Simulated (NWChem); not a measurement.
**Total energies of tetrafluoroethylene (C₂F₄)**

```xyz
6

F      1.0955     0.0000     1.3807
C      0.0000     0.0000     0.6647
F     -1.0955     0.0000     1.3807
C      0.0000     0.0000    -0.6647
F     -1.0955     0.0000    -1.3807
F      1.0955     0.0000    -1.3807
```
Charge 0, spin multiplicity 1.

Program: NWChem. Structure: optimised with PBE0/def2-SVP, a minimum by its harmonic frequencies.

Basis set: cc-pVDZ (84 functions).

```tsv
method	total energy (Ha)	relative cost
RHF	-473.44190	1
MP2	-474.43060	4
B2PLYP	-475.17534	5
PBE	-475.08135	under 3
B3LYP	-475.53403	under 3
PBE0	-475.08030	under 3
CCSD(T)	-474.47101	100
```

Total energies of different functionals aren't comparable as a measure of quality: only differences taken within one method are. Costs are rough ratios of processor time within this set of runs, SCF included, with RHF as 1.

The correlated methods keep 6 core orbitals frozen. B3LYP has NWChem's definition, with VWN1-RPA local correlation. Coupled-cluster values serve here as a point of comparison, not as the truth.
